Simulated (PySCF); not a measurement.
# Identify the compound

The spectra below were simulated for a compound C₃H₅N₃.

1H NMR (400 MHz, computed): δ 7.83 (s, 2H), 3.82 (s, 3H).

13C{1H} NMR (computed): δ 146.2 (CH), 31.0 (CH3).

- σ from GIAO-PBE0/pcSseg-1
- J couplings at B3LYP/pcJ-1 (spin–dipole term only in couplings to heteroatoms)
- GFN2-xTB structure
- program: PySCF 2.14.0 with density-fitted response routines
- non-relativistic, no solvent model, one averaged value for each set of equivalent atoms, one conformer

Chemical shifts δ = σref − σ; TMS for 1H (σ = 31.72 ppm) and 13C (σ = 186.93 ppm), all at this level.

Question: What is the structure?

Answer: 
Rings plus π bonds: 3 (1 ring in the answer). 2 carbon signals for 3 carbons: some carbons are equivalent by symmetry or fast rotation. Carbon types of the structure: 2 × CH, 1 × CH3, which accounts for all hydrogens. δC 146.2: aromatic CH between two ring heteroatoms. δC 31.0: methyl carbon bonded to N; deshielded by the electronegative neighbour. δH 7.83: hydrogen on an aromatic CH between two ring heteroatoms; it sits in the deshielding region of the aromatic ring current. δH 3.82: hydrogen on a methyl carbon bonded to N; its carbon carries N, hence the downfield position.

These data were computed for SMILES Cn1cnnc1.

The shifts were computed for this structure.

Shifts are as computed. Against solution values, carbons near 30 ppm lie about +3 ppm off and those near 130 ppm about +5 ppm. Of 1211 compounds with measured shifts, 218 miss one by over three times the rms of a fit or turn the order of signals round; such compounds aren't used in these exercises.
